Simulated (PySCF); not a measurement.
Gas-phase reaction: F2O = FO + F

Energies from PySCF, thermal terms from the rigid-rotor harmonic-oscillator model, ideal gas at 1 bar. 'Table' is the NASA 1993 thermochemical table (part measured, part estimated). † marks an energy on the PBE0/def2-TZVP geometry and frequencies; other levels use their own. MP2 and CCSD(T) freeze the core. 6-31G* has spherical d functions here. Open shells (unrestricted): FO (multiplicity 2), F (multiplicity 2); the rest are closed-shell singlets. Spin-orbit splitting is ignored; it lowers the true energy and changes the entropy of FO, F. B3LYP is the form with VWN-RPA correlation. MP2 isn't extrapolated to the basis-set limit. CCSD(T) isn't extrapolated to the basis-set limit. The table's entry may be an old estimate for F2O, FO (not checked at source).

```tsv
level	ΔH°(298 K), kJ
table	163.7
B3LYP/6-31G*	165.0
B3LYP/def2-TZVP†	…
CCSD(T)/def2-SVP†	121.9
HF/def2-TZVP†	-100.2
MP2/def2-SVP†	…
PBE0/def2-QZVP†	…
PBE0/def2-SVP†	…
PBE0/def2-TZVP	153.1
r2SCAN/def2-TZVP†	167.9
ωB97M-V/def2-TZVP†	164.3
```

What belongs in the gaps?


- B3LYP/def2-TZVP†, ΔH°(298 K), kJ: 154.0
- MP2/def2-SVP†, ΔH°(298 K), kJ: 150.6
- PBE0/def2-QZVP†, ΔH°(298 K), kJ: 153.4
- PBE0/def2-SVP†, ΔH°(298 K), kJ: 149.7
